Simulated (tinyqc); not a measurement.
UHF in the sto-6g basis, for HF, spin multiplicity 1, step by step. One step of it, computed by the program tinyqc.

Task: Iteration 1: building the Fock matrix. J_ij = sum D_kl (ij|kl) with D = D(alpha) + D(beta), K_ij = sum D_kl (ik|jl) for each spin; F = H + J - K(s); E = tr D H + tr D J / 2 - 0.5 sum_s tr D(s) K(s) + E_nn.

D(alpha) at the start, lower triangle:
```
            1F 1s      1F 2s     1F 2px     1F 2py     1F 2pz     2H 1s
1F 1s    1.058932
1F 2s   -0.256970   1.121876
1F 2px  -0.000659   0.006586   0.999054
1F 2py   0.008312  -0.083106   0.011942   0.849300
1F 2pz  -0.009708   0.058069   0.004746  -0.059891   1.051251
2H 1s    0.030386  -0.149166  -0.030482   0.384662  -0.144790  0.198687
```

D(beta) at the start, lower triangle:
```
            1F 1s      1F 2s     1F 2px     1F 2py     1F 2pz     2H 1s
1F 1s    1.058932
1F 2s   -0.256970   1.121876
1F 2px   0.000659  -0.006586   0.999054
1F 2py  -0.008312   0.083106   0.011942   0.849300
1F 2pz  -0.009708   0.058069  -0.004746   0.059891   1.051251
2H 1s    0.030386  -0.149166   0.030482  -0.384662  -0.144790  0.198687
```

core Hamiltonian H = T + V (hartree), lower triangle:
```
             1F 1s       1F 2s     1F 2px     1F 2py     1F 2pz      2H 1s
1F 1s   -40.872419
1F 2s    -9.113139  -10.840311
1F 2px    0.000000    0.000000  -8.650626
1F 2py    0.000000    0.000000   0.000000  -8.650626
1F 2pz   -0.009585   -0.112530   0.000000   0.000000  -8.711077
2H 1s    -1.082360   -2.507424   0.000000   0.000000  -1.772264  -4.440626
```

Two-electron integrals (ij|kl) in chemists' order, unique and non-zero (hartree):
```
(11|11) 5.406240   (21|11) 0.768129   (21|21) 0.138909   (22|11) 1.266271
(22|21) 0.283987   (22|22) 0.926367   (31|31) 0.029452   (32|31) 0.044681
(32|32) 0.204753   (33|11) 1.266273   (33|21) 0.283987   (33|22) 0.926366
(33|33) 0.998085   (41|41) 0.029452   (42|41) 0.044681   (42|42) 0.204753
(43|43) 0.053789   (44|11) 1.266273   (44|21) 0.283987   (44|22) 0.926366
(44|33) 0.890506   (44|44) 0.998085   (51|51) 0.029452   (52|51) 0.044681
(52|52) 0.204753   (53|53) 0.053789   (54|54) 0.053789   (55|11) 1.266273
(55|21) 0.283987   (55|22) 0.926366   (55|33) 0.890506   (55|44) 0.890506
(55|55) 0.998085   (61|11) 0.096444   (61|21) 0.016729   (61|22) 0.033491
(61|33) 0.033435   (61|44) 0.033435   (61|51) 0.000729   (61|52) 0.001430
(61|55) 0.033603   (61|61) 0.002048   (62|11) 0.257583   (62|21) 0.058700
(62|22) 0.215302   (62|33) 0.212208   (62|44) 0.212208   (62|51) 0.004270
(62|52) 0.032922   (62|55) 0.221488   (62|61) 0.007080   (62|62) 0.063518
(63|31) 0.006339   (63|32) 0.036911   (63|53) 0.006796   (63|63) 0.009042
(64|41) 0.006339   (64|42) 0.036911   (64|54) 0.006796   (64|64) 0.009042
(65|11) 0.181721   (65|21) 0.041975   (65|22) 0.164512   (65|33) 0.157736
(65|44) 0.157736   (65|51) 0.008942   (65|52) 0.060171   (65|55) 0.178062
(65|61) 0.005268   (65|62) 0.059567   (65|65) 0.064354   (66|11) 0.440861
(66|21) 0.102343   (66|22) 0.432583   (66|33) 0.419088   (66|44) 0.419088
(66|51) 0.008674   (66|52) 0.094671   (66|55) 0.459570   (66|61) 0.012412
(66|62) 0.170610   (66|65) 0.185213   (66|66) 0.774999
```

nuclear repulsion = 4.02926810 hartree

Give: Coulomb J; exchange K(alpha); exchange K(beta); F(alpha); F(beta); total energy of this density.

Result:

Coulomb J (hartree), lower triangle:
```
          1F 1s   1F 2s  1F 2px  1F 2py  1F 2pz   2H 1s
1F 1s   20.7727
1F 2s    3.7515  9.7928
1F 2px   0.0000  0.0000  9.8002
1F 2py   0.0000  0.0000  0.0026  9.7680
1F 2pz   0.0050  0.0291  0.0000  0.0000  9.8103
2H 1s    0.4547  2.2222  0.0000  0.0000  1.6834  4.4367
```

exchange K(alpha) (hartree), lower triangle:
```
          1F 1s    1F 2s   1F 2px  1F 2py  1F 2pz   2H 1s
1F 1s    5.5724
1F 2s    0.8956   1.5765
1F 2px   0.0001  -0.0004   1.3265
1F 2py  -0.0012   0.0046   0.0113  1.1851
1F 2pz   0.0005   0.0055  -0.0005  0.0067  1.3304
2H 1s    0.1171   0.3190  -0.0107  0.1345  0.1903  0.2112
```

exchange K(beta) (hartree), lower triangle:
```
          1F 1s    1F 2s  1F 2px   1F 2py  1F 2pz   2H 1s
1F 1s    5.5724
1F 2s    0.8956   1.5765
1F 2px  -0.0001   0.0004  1.3265
1F 2py   0.0012  -0.0046  0.0113   1.1851
1F 2pz   0.0005   0.0055  0.0005  -0.0067  1.3304
2H 1s    0.1171   0.3190  0.0107  -0.1345  0.1903  0.2112
```

F(alpha) (hartree), lower triangle:
```
           1F 1s    1F 2s   1F 2px   1F 2py   1F 2pz    2H 1s
1F 1s   -25.6721
1F 2s    -6.2573  -2.6240
1F 2px   -0.0001   0.0004  -0.1769
1F 2py    0.0012  -0.0046  -0.0087  -0.0677
1F 2pz   -0.0050  -0.0889   0.0005  -0.0067  -0.2312
2H 1s    -0.7448  -0.6042   0.0107  -0.1345  -0.2792  -0.2151
```

F(beta) (hartree), lower triangle:
```
           1F 1s    1F 2s   1F 2px   1F 2py   1F 2pz    2H 1s
1F 1s   -25.6721
1F 2s    -6.2573  -2.6240
1F 2px    0.0001  -0.0004  -0.1769
1F 2py   -0.0012   0.0046  -0.0087  -0.0677
1F 2pz   -0.0050  -0.0889  -0.0005   0.0067  -0.2312
2H 1s    -0.7448  -0.6042  -0.0107   0.1345  -0.2792  -0.2151
```

total energy of this density = -98.906407 hartree
